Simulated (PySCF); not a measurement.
## Relaxation of singlet S₂F₂

Level of theory: PBE0/[S def2-TZVP, F def2-TZVP], no relativity, density fitting, PySCF. A (50,194) grid was used.

A start displaced from a saddle point along its imaginary mode, of Cs symmetry, held to at least that symmetry:

Coordinates in bohr (charge 0 multiplicity 1):
```
S     0.0000   -0.2268    0.9959
S     0.0000    0.0181   -2.5436
F    -3.2201    0.1756    1.3023
F     3.2201    0.1756    1.3023
```

What forces act on the atoms at the start (eV/Å)?


```tsv
atom	Fx	Fy	Fz
S1	0.00	-0.37	-0.50
S2	0.00	-0.02	0.14
F3	0.41	0.19	0.18
F4	-0.41	0.19	0.18
```

What does it relax to?

It ends at Cs with S–F 1.606 Å (×2), S–S 1.859 Å; F–S–F 92.1°, F–S–S 107.9° (×2). A frequency run shows a minimum. Other isomers or separated fragments may lie lower.

How much energy is released, and in how many steps?

145.6 kJ/mol in 10 steps.

The relaxation took 23 s on 4 threads of a shared Arm Neoverse V1 host, with 136 basis functions and 12 gradients; the process peaked at 1.4 GiB. Launch command: `OMP_NUM_THREADS=4 python axn.py task.json out`.
